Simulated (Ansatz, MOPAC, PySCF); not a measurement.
Pair of molecules: C2H2 (SMILES C#C) (first 4 atoms) with H2O (SMILES O); geometry from S66by8 set.
(charge 0, multiplicity 1):
```tsv
atom	x (Å)	y (Å)	z (Å)
C	-1.1076	0.0464	0.0364
H	-0.0417	0.0161	0.0118
C	-2.3195	0.0802	0.0637
H	-3.3800	0.1105	0.0883
O	2.4109	-0.0781	-0.0618
H	2.9813	-0.6678	0.4353
H	2.9829	0.2729	-0.7471
```

Interaction energies are E(AB) − E(A) − E(B) at the monomers' geometry in the complex; basis-set methods are counterpoise corrected.

The state that PM3 reach isn't checked.

Run with Ansatz (an electronic-structure program); MOPAC for PM3 (differences of heats of formation); PySCF for the dispersion terms. Each number belongs to the level named beside it.

Problem. One of these levels gives -2.36 kcal/mol for the interaction energy. Which?
A. r2SCAN/def2-TZVPPD
B. PBE-D4/def2-TZVPPD
C. PM3

Solution. A, r2SCAN/def2-TZVPPD. The others give -0.90 (PM3), -2.69 (PBE-D4/def2-TZVPPD)
